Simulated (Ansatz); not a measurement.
C$_{2}$H$_{5}$FS (`CC(F)S`), relaxed with RKS PBE0-D4/def2-TZVP in Ansatz 0.2.0 from a PBE-D4/def2-SVP geometry. The force threshold is 0.005 eV/Å; the program also tests the step.

The species carries charge 0 and has multiplicity 1.

Start:

```xyz
9

C     0.429    0.587   -0.607
C     0.235   -0.459    0.475
F     0.403    0.142    1.715
S    -1.363   -1.346    0.374
H     0.351    0.133   -1.613
H    -0.339    1.382   -0.515
H     1.427    1.058   -0.500
H     0.987   -1.275    0.386
H    -2.130   -0.222    0.286
```

```tsv
step	energy (eV)	largest force (eV/Å)	largest move (Å)
1	-15701.2815	0.603	0.000
2	-15701.3164	0.220	0.023
3	-15701.3217	0.096	0.029
4	-15701.3222	0.051	0.011
5	-15701.3223	0.017	0.008
6	-15701.3223	0.002	0.003
```

End:

```xyz
9

C     0.417    0.584   -0.599
C     0.234   -0.462    0.469
F     0.424    0.130    1.705
S    -1.349   -1.318    0.403
H     0.336    0.134   -1.588
H    -0.342    1.362   -0.501
H     1.401    1.046   -0.495
H     0.978   -1.259    0.380
H    -2.100   -0.217    0.226
```

Hardware: 2 threads of an Intel Xeon on a shared host. Wall time 48 s, peak host memory 0.34 GiB.
